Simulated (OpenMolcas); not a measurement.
# Potential curves of ClF⁻: spin–orbit levels

Computed with OpenMolcas 26.06: state-averaged CASSCF(11,6) over Cl 3p, F 2p, XMS-CASPT2 (IPEA 0.25, imaginary shift 0.2 hartree), scalar X2C, ANO-RCC-VTZP, then RASSI spin–orbit state interaction with atomic mean-field integrals. C2 symmetry about the axis (a holds Σ, Δ, Γ; b holds Π, Φ, H; Σ⁺ and Σ⁻ are not told apart); roots by multiplicity and irrep: 2a 2, 2b 2.

XMS-CASPT2 energies with spin–orbit state interaction in eV from the lowest point. Curves are followed by energy order within each symmetry, so they are adiabatic and may change character at avoided crossings.

| R (Å) | (1)Ω=1/2 | (2)Ω=1/2 | (1)Ω=3/2 | (3)Ω=1/2 |
| --- | --- | --- | --- | --- |
| 1.892 | 0.396 | 4.497 | 4.460 | 6.523 |
| 2.002 | 0.136 | 3.715 | 3.680 | 5.308 |
| 2.101 | 0.028 | 3.167 | 3.133 | 4.469 |
| 2.200 | 0.000 | 2.748 | 2.714 | 3.816 |
| 2.310 | 0.027 | 2.406 | 2.372 | 3.260 |
| 2.420 | 0.090 | 2.161 | 2.127 | 2.838 |
| 2.574 | 0.203 | 1.941 | 1.908 | 2.410 |
| 2.772 | 0.352 | 1.767 | 1.734 | 2.048 |
| 3.080 | 0.533 | 1.647 | 1.615 | 1.734 |
| 3.520 | 0.677 | 1.552 | 1.565 | 1.600 |
| 4.180 | 0.760 | 1.523 | 1.554 | 1.588 |
| 5.060 | 0.795 | 1.563 | 1.556 | 1.590 |

Question: With masses 34.969 and 18.998 u, fit the curves (1)Ω=1/2 near their minima.

Answer: At XMS-CASPT2 with spin–orbit state interaction, Te from the lowest curve (the fit fixes ωe to a per cent or two; the method's Re and ωe can be off by some per cent):

```tsv
curve	Te (cm⁻¹)	Re (Å)	ωe (cm⁻¹)
(1)Ω=1/2	0	2.198	338.3
```

Only roots inside an energy window near the equilibrium distance were included, so the list of states is not complete; labels number the states computed. Each spin and symmetry block has orbitals of its own, averaged over its own roots, so gaps between blocks are less sure than gaps within one and near the minimum can be off by tenths of an eV, in bad cases by more. No Rydberg orbitals are active, so Rydberg states, and σ→σ* states whose orbital the CASSCF left unused, can be missing between those listed. For an anion, states above the electron-detachment threshold (often below 1 to 3 eV) are held by the basis set and are not bound levels. At stretched bonds a block can hold a wrong CASSCF solution and miss its lowest state; points past a visible jump are left out. The CASPT2 reference weights are uneven, so some states carry less reliable energies. Points that failed a check (symmetry, reference weights, a jump) are left out.
